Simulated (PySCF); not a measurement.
## Constants of PN, step by step

State: ¹Σ⁺, singlet, closed shell. De refers to P + N. RHF-based CCSD(T) in PySCF 2.14 with P cc-pV(T+d)Z, N cc-pVTZ and P cc-pV(Q+d)Z, N cc-pVQZ (frozen core orbitals: 6; no relativity). Correlation energies are extrapolated as n⁻³ (n = 3, 4), Hartree–Fock as (n+1)·exp(−9√n). CV is the change on freezing 1 orbitals instead, in P cc-pwCVTZ, N cc-pwCVTZ. SR is the spin-free X2C energy in P cc-pVTZ-DK, N cc-pVTZ-DK less the non-relativistic one in P cc-pVTZ, N cc-pVTZ.

```csv
Level,Re (Å),ωe (cm⁻¹),ωexe (cm⁻¹),αe (cm⁻¹),De (eV)
CCSD(T)/TZ,1.5017,1327.8,6.65,0.00531,5.817
CCSD(T)/QZ,1.4963,1338.2,6.58,0.00534,6.096
HF/CBS,1.4455,1594.1,5.04,0.00421,1.832
MP2/CBS,1.5145,1212.0,9.77,0.00697,6.789
CCSD/CBS,1.4807,1411.5,5.96,0.00494,5.777
CCSD(T)/CBS,1.4938,1346.3,6.52,0.00531,6.270
CCSD(T)/CBS+CV,1.4904,1352.6,6.52,0.00532,6.310
CCSD(T)/CBS+CV+SR,1.4900,1351.4,6.52,0.00533,6.302
```

Task: How much is left between CCSD(T)/QZ and the basis-set limit, and how much do the triples give at the limit?

Result: CCSD(T)/CBS less CCSD(T)/QZ: -2.5 mÅ in Re, +8.1 cm⁻¹ in ωe and +0.174 eV in De. CCSD(T)/CBS less CCSD/CBS: +13.1 mÅ in Re, -65.2 cm⁻¹ in ωe and +0.493 eV in De.

Task: What do the later terms add?

Result: CV: -3.4 mÅ in Re, +6.3 cm⁻¹ in ωe and +0.040 eV in De; SR: -0.4 mÅ in Re, -1.2 cm⁻¹ in ωe and -0.008 eV in De, each against the row above.

Measured (Huber and Herzberg, Constants of Diatomic Molecules (1979)): Re = 1.490866 Å, ωe = 1337.24 cm⁻¹, ωexe = 6.983 cm⁻¹. The last row is off by -0.9 mÅ and 14.1 cm⁻¹.

The T1 diagnostic is 0.019. The open-shell atoms are computed with UHF. Spin–orbit coupling, excitations beyond (T) and corrections to the Born–Oppenheimer picture are left out.

The whole job (state search and all basis sets along the bond) took about 4.6 min on 4 threads of Arm Neoverse V1 (shared host), peak memory 3.4 GiB.
